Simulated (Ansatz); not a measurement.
Worked example: H$_{2}$Al–CH$_{3}$, quintet against H2Al–CH3, triplet

Geometry (PBE0/def2-TZVP stationary point of a triplet), kept for both states (H2Al–CH3, triplet: A; H2Al–CH3, quintet: A):

```json
{"atom": "Al", "x (Å)": "-0.0756", "y (Å)": "0.0440", "z (Å)": "0.7806"}
{"atom": "C", "x (Å)": "0.0338", "y (Å)": "-0.0741", "z (Å)": "-1.4575"}
{"atom": "H", "x (Å)": "0.7854", "y (Å)": "1.3182", "z (Å)": "0.1705"}
{"atom": "H", "x (Å)": "0.7928", "y (Å)": "-1.1841", "z (Å)": "1.3321"}
{"atom": "H", "x (Å)": "-0.4616", "y (Å)": "-1.0447", "z (Å)": "-1.3779"}
{"atom": "H", "x (Å)": "-0.5650", "y (Å)": "0.7250", "z (Å)": "-1.8764"}
{"atom": "H", "x (Å)": "1.0678", "y (Å)": "-0.1093", "z (Å)": "-1.7772"}
```

Basis cc-pVDZ; Ansatz 0.2.0. Only valence electrons are correlated (noble-gas cores frozen). R marks a restricted (for open shells ROHF) determinant, U an unrestricted one.

Full CI isn't at hand for all of this; UCCSDT(Q) serves as the reference, and is uncertain by about the last step of the cluster series.

```json
{"level": "UHF", "E(H2Al–CH3, triplet) (hartree)": "-282.577014", "E(H2Al–CH3, quintet) (hartree)": "-282.369981"}
{"level": "UMP2", "E(H2Al–CH3, triplet) (hartree)": "-282.773704", "E(H2Al–CH3, quintet) (hartree)": "-282.553384"}
{"level": "UCCSD(T)", "E(H2Al–CH3, triplet) (hartree)": "-282.821312", "E(H2Al–CH3, quintet) (hartree)": "-282.599984"}
{"level": "PBE", "E(H2Al–CH3, triplet) (hartree)": "-283.195847", "E(H2Al–CH3, quintet) (hartree)": "-282.981192"}
{"level": "wB97M-V", "E(H2Al–CH3, triplet) (hartree)": "-283.332106", "E(H2Al–CH3, quintet) (hartree)": "-283.099753"}
{"level": "UCCSDT(Q)", "E(H2Al–CH3, triplet) (hartree)": "-282.822790", "E(H2Al–CH3, quintet) (hartree)": "-282.601595"}
```

Give the vertical gap, H2Al–CH3 quintet less H2Al–CH3 triplet, at each level in eV (1 hartree = 27.2114 eV), and each error against UCCSDT(Q).

UCCSDT(Q): (-282.601595 − (-282.822790)) × 27.2114 = 6.019 eV (the reference)
wB97M-V: (-283.099753 − (-283.332106)) × 27.2114 = 6.323 eV, error 0.304 eV
PBE: (-282.981192 − (-283.195847)) × 27.2114 = 5.841 eV, error -0.178 eV
UCCSD(T): (-282.599984 − (-282.821312)) × 27.2114 = 6.023 eV, error 0.004 eV
UMP2: (-282.553384 − (-282.773704)) × 27.2114 = 5.995 eV, error -0.024 eV
UHF: (-282.369981 − (-282.577014)) × 27.2114 = 5.634 eV, error -0.385 eV

Total energies of functionals can't be set beside those of wave-function methods, since they hold the core's correlation and their own absolute errors; only the differences compare.

In so small a basis the reference is far from its limit while semilocal and hybrid functionals are nearer theirs, so the functionals' errors here hold much of the reference's basis and frozen-core error, which can add to them or hide them.

Each level lands on the state that its own search finds; the functionals scatter so widely here that some may stand on another one. T1 diagnostics of restricted CCSD: 0.033 and 0.029.
